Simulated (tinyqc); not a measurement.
Inside a calculation. Method: LCCD on RHF in the sto-3g basis, for H2O, spin multiplicity 1. One step of it, computed by the program tinyqc.

Task: Iteration 9 (converged): orbitals. Diagonalise F' = X^T F X, C = X C', fill 5 alpha and 5 beta electrons from the bottom; D = 2 C_occ C_occ^T. Each column has its largest component positive (the first on a tie).

converged F (hartree):
```
,1O 1s,1O 2s,1O 2px,1O 2py,1O 2pz,2H 1s,3H 1s
1O 1s,-20.270321,-5.165578,0.000000,-0.001255,-0.023473,-0.778782,-0.651069
1O 2s,-5.165578,-2.401727,0.000000,-0.011461,-0.055716,-0.748704,-0.656968
1O 2px,0.000000,0.000000,-0.390901,0.000000,0.000000,0.000000,0.000000
1O 2py,-0.001255,-0.011461,0.000000,-0.203580,-0.014605,-0.342976,0.318554
1O 2pz,-0.023473,-0.055716,0.000000,-0.014605,-0.244228,-0.321566,-0.301056
2H 1s,-0.778782,-0.748704,0.000000,-0.342976,-0.321566,-0.386631,-0.208846
3H 1s,-0.651069,-0.656968,0.000000,0.318554,-0.301056,-0.208846,-0.327583
```

X:
```
,1O 1s,1O 2s,1O 2px,1O 2py,1O 2pz,2H 1s,3H 1s
1O 1s,1.023340,-0.134018,0.000000,-0.000869,-0.006375,0.018287,0.016191
1O 2s,-0.134018,1.125765,0.000000,0.009787,0.058664,-0.207946,-0.174165
1O 2px,0.000000,0.000000,1.000000,0.000000,0.000000,0.000000,0.000000
1O 2py,-0.000869,0.009787,0.000000,1.055448,0.004958,-0.158399,0.140920
1O 2pz,-0.006375,0.058664,0.000000,0.004958,1.033147,-0.116470,-0.100438
2H 1s,0.018287,-0.207946,0.000000,-0.158399,-0.116470,1.113571,-0.055775
3H 1s,0.016191,-0.174165,0.000000,0.140920,-0.100438,-0.055775,1.088288
```

Give: F' = X^T F X; orbital energies; coefficients C; D after iteration 9.

Result:

F' = X^T F X (hartree):
```
,1,2,3,4,5,6,7
1,-19.8981,-2.6780,0.0000,-0.0030,-0.0503,-0.0789,-0.0519
2,-2.6780,-1.3504,0.0000,0.0081,0.0943,-0.3796,-0.3269
3,0.0000,0.0000,-0.3909,0.0000,0.0000,0.0000,0.0000
4,-0.0030,0.0081,0.0000,-0.0242,-0.0021,-0.3741,0.3480
5,-0.0503,0.0943,0.0000,-0.0021,-0.1300,-0.3007,-0.2757
6,-0.0789,-0.3796,0.0000,-0.3741,-0.3007,-0.0309,-0.0602
7,-0.0519,-0.3269,0.0000,0.3480,-0.2757,-0.0602,-0.0420
```

orbital energies (hartree): MO1 -20.2784, MO2 -1.1911, MO3 -0.5121, MO4 -0.4316, MO5 -0.3909, MO6 0.4176, MO7 0.5199

coefficients C:
```
,MO1,MO2,MO3,MO4,MO5,MO6,MO7
1O 1s,0.9946,-0.2426,0.0175,0.0867,0.0000,0.0940,0.0336
1O 2s,0.0232,0.9103,-0.0906,-0.4393,0.0000,-0.5384,-0.2053
1O 2px,0.0000,0.0000,0.0000,0.0000,1.0000,0.0000,0.0000
1O 2py,0.0003,0.0119,0.6128,-0.0761,0.0000,0.2460,-0.8468
1O 2pz,0.0027,0.0687,0.0919,0.7202,0.0000,-0.7161,-0.2232
2H 1s,-0.0043,0.1441,0.4886,0.2913,0.0000,0.4549,0.8798
3H 1s,-0.0037,0.1227,-0.4152,0.4149,0.0000,0.8216,-0.4619
```

D after iteration 9:
```
,1O 1s,1O 2s,1O 2px,1O 2py,1O 2pz,2H 1s,3H 1s
1O 1s,2.1117,-0.4750,0.0000,0.0031,0.1002,-0.0108,-0.0094
1O 2s,-0.4750,2.0607,0.0000,-0.0224,-0.5243,-0.0824,-0.0662
1O 2px,0.0000,0.0000,2.0000,0.0000,0.0000,0.0000,0.0000
1O 2py,0.0031,-0.0224,0.0000,0.7630,0.0048,0.5580,-0.5691
1O 2pz,0.1002,-0.5243,0.0000,0.0048,1.0638,0.5293,0.5381
2H 1s,-0.0108,-0.0824,0.0000,0.5580,0.5293,0.6888,-0.1286
3H 1s,-0.0094,-0.0662,0.0000,-0.5691,0.5381,-0.1286,0.7192
```
